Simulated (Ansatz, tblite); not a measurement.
Spin states of the cluster Al₂N (the lowest doublet isomer of a short search), each relaxed with PBE0-D4/def2-TZVP in Ansatz. Electronic energies in the gas phase.

The xTB rows come from tblite. B3LYP takes the VWN-RPA correlation. HSE06 is defined as in plane-wave codes, on full-range PBE exchange. Correlated methods freeze 11 core orbitals. The structure comes from a short search, and lower isomers may exist.

Doublet geometry (D∞h within 0.1 Å):

Cartesian coordinates in Å:
```
Al 1.6680 0.3176 -0.2343
Al -1.6682 -0.3171 0.2333
N 0.0002 -0.0005 0.0010
```

Quartet geometry (D∞h within 0.1 Å):

```xyz
3

Al    1.013   -1.058    0.852
Al   -1.013    1.058   -0.851
N     0.001    0.000   -0.001
```

⟨S²⟩: doublet 0.76 at PBE0-D4/def2-TZVP (pure 0.75), quartet 3.78 at PBE0-D4/def2-TZVP (pure 3.75).

Run but left out: HF/6-31G (doublet: a determinant that CCSD turns far, T1 0.151); HF/def2-TZVP, MP2/def2-TZVP (doublet: ⟨S²⟩ 1.14, where a pure state has 0.75); HF/def2-TZVPP, MP2/def2-TZVPP, CCSD/def2-TZVPP, CCSD(T)/def2-TZVPP (flagged by the program: large difference).

Only these spin states were relaxed.

```csv
level,quartet − doublet (kcal/mol),lowest of these
GFN1-xTB,161.5,doublet
GFN2-xTB,90.0,doublet
PBE-D4/def2-TZVP,70.7,doublet
BLYP-D4/def2-TZVP,77.2,doublet
r2SCAN-D4/def2-TZVP,62.6,doublet
r2SCANh-D4/def2-TZVP,62.5,doublet
B3LYP-D4/6-31G,76.5,doublet
PBE0-D4/def2-TZVP,67.9,doublet
HSE06-D4/def2-TZVP,68.0,doublet
CAM-B3LYP-D4/def2-TZVP,74.7,doublet
PBE-QIDH/def2-TZVP,66.8,doublet
RPA@PBE/def2-TZVP,71.1,doublet
```

Change of the quartet − doublet gap on mixing in exact exchange, in kcal/mol: PBE to PBE0 (25 % exact exchange) -2.8; r2SCAN to r2SCANh (10 % exact exchange) -0.1.

The xTB methods have no term that favours high spin, so they put low spin too low.
